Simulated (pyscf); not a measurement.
This saddle point was located with ωB97X-D3(BJ)/def2-SVP in PySCF.

```xyz
7

P     -0.5812     0.8777     1.0014
H     -0.1932    -0.1350     1.9245
Si    -0.8012    -0.5527    -0.7998
H     -1.9602     0.8522     1.3564
H     -0.4728    -0.9064    -2.4260
H     -1.6654     0.4218    -1.6046
H      0.6908    -0.8943    -0.8449
```
Charge 0, spin multiplicity 3.

Surface: triplet, charge 0. Lowest wavenumbers (cm⁻¹): 625i, 212, 290, 336, 456.

Name the species on either side of this saddle.

PH₂• (SMILES [PH2]) + SiH₃• (SMILES [SiH3]) ⇌ •H₂Si–PH₂ (SMILES [SiH2]P) + H• (SMILES [H]), a substitution at Si read from left to right: H–Si broken and P–Si formed. At CCSD(T)/def2-TZVPP + ΔMP2(QZVPP) it lies +27.8 kcal/mol from the left side and +7.7 kcal/mol from the right (each side as separated species at their lowest minima found). PH₂• + SiH₃• also meet on a surface of lower spin, which isn't treated here. •H₂Si–PH₂ + H• also meet on a surface of lower spin, which isn't treated here. •H₂Si–PH₂ lies 7.2 kcal/mol over its isomer H₃Si–PH•, and others may lie lower still (electronic energy, ωB97M-D3(BJ)). One saddle was located; it need not be the lowest between these sides. The angle at the attacked Si is 149°. The CCSD(T) − MP2 part came from Ansatz, without density fitting, on the same reference.
